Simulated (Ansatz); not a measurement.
Frontier orbitals of C₅H₆S, SMILES `Cc1ccsc1`.

Cartesian coordinates in Å:
```
C 1.534 0.185 0.782
C 0.193 0.159 0.125
C -0.414 -1.015 -0.402
C -1.638 -0.784 -0.952
S -2.071 0.861 -0.837
C -0.609 1.251 -0.048
H 1.796 1.192 1.109
H 1.557 -0.470 1.658
H 2.315 -0.161 0.099
H 0.049 -1.994 -0.370
H -2.305 -1.494 -1.416
H -0.407 2.269 0.251
```

Total charge 0; spin multiplicity 1. All single points use the PBE0-D4/def2-TZVP geometry. Basis def2-TZVPP, the Gaussian-basis code of Ansatz.

```
functional  HOMO (eV)  LUMO (eV)  gap (eV)
       PBE      -5.65      -1.09      4.56
      PBE0      -6.68      -0.22      6.46
 CAM-B3LYP      -7.91       0.87      8.78
   ωB97M-V      -8.78       1.82     10.60
        HF      -8.73       3.31     12.04
```

A quarter of exact exchange (PBE0) shifts PBE's HOMO by −1.02 eV and its LUMO by +0.88 eV; full exchange at long range (ωB97M-V) shifts them by −3.13 and +2.92 eV. The gap opens from 4.56 to 10.61 eV, since occupied levels lose self-interaction and empty ones feel all the electrons. A positive LUMO is unbound and depends on the basis.
